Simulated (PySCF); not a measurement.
Gas-phase reaction: BH2F + 2 HF + N = BF3.NH3 + H

Energies from PySCF (xtb for GFN2), thermal terms from the rigid-rotor harmonic-oscillator model, ideal gas at 1 bar. † marks an energy on the PBE0/def2-TZVP geometry and frequencies; other levels use their own. CCSD(T) freezes the core. 6-31G* has spherical d functions here. Open shells (unrestricted): N (multiplicity 4), H (multiplicity 2); the rest are closed-shell singlets. GFN2 has no spin-polarisation term. B3LYP is the form with VWN-RPA correlation. Adducts (BF3.NH3) have no counterpoise correction, and HF, PBE, BLYP, B3LYP and PBE0 lack dispersion. BH2F, BF3.NH3: computed as isolated molecules; such fragments, hydroxides, amides, oligomers or adducts are transient or little studied in the gas. CCSD(T) isn't extrapolated to the basis-set limit; its ΔH°(298 K) is -661.4 kJ in def2-SVP and -638.4 kJ in def2-TZVPP. The harmonic model lacks anharmonicity and excited electronic states, which grow with temperature; levels with a mode under 35 cm⁻¹ are left out. Internal rotation in BF3.NH3 is treated as a harmonic vibration of one conformer, which makes the entropy rough.

```csv
level,"ΔE electronic, kJ","ΔH°(298 K), kJ","ΔS°(298 K), J/K","ΔG°(2000 K), kJ"
B3LYP/def2-TZVP†,-682,-663,-308,-68
CCSD(T)/def2-SVP†,-680,-661,-308,-66
GFN2-xTB,-936,-920,-297,-353
HF/6-31G*,-523,-501,-310,104
LDA/def2-TZVP†,-874,-855,-308,-260
```
ΔH° is lowest at GFN2-xTB and highest at HF/6-31G*. No reference value is set beside these.
